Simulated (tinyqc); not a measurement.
Inside a calculation. Method: Pariser-Parr-Pople SCF with singles CI, for the molecule c1ccoc1 (SMILES; centres numbered as the heavy atoms are written). One step of it, computed by the program tinyqc.

Problem. Singles CI, triplets. Over the 4 single excitations with the smallest orbital gaps: A = (e_a - e_i) delta - (ij|ab), with (pq|rs) = sum c_mp c_mq gamma_mn c_nr c_ns.

orbital energies (eV): -16.469873  -11.797727  -10.758577  0.424580  2.240728

coefficients:
```
         MO1        MO2        MO3        MO4        MO5
1C  0.224298   0.595296   0.343896  -0.308682  -0.617871
2C  0.224324   0.595490  -0.343512  -0.308381   0.618038
3C  0.399010   0.143174  -0.617909   0.565906  -0.343847
4O  0.762183  -0.500139  -0.000178  -0.411021   0.000063
5C  0.399046   0.142747   0.618000   0.566064   0.343561
```

repulsion gamma_rs (eV), lower triangle:
```
           1C         2C         3C         4O         5C
1C  11.130000
2C   7.552804  11.130000
3C   5.520570   7.554850  11.130000
4O   5.923873   5.923004   8.700754  21.500000
5C   7.552804   5.518526   5.519866   8.702264  11.130000
```

Give: triplet CI matrix; triplet excitation energies.

Solution.

triplet CI matrix (eV), lower triangle:
```
         3>4      2>4     3>5     2>5
3>4   3.3905
2>4  -0.0004   4.3687
3>5  -0.0003  -0.7025  5.6338
2>5  -0.7025   0.0005  0.0003  5.9550
```

triplet excitation energies (eV): 3.2107  4.0559  5.9466  6.1348
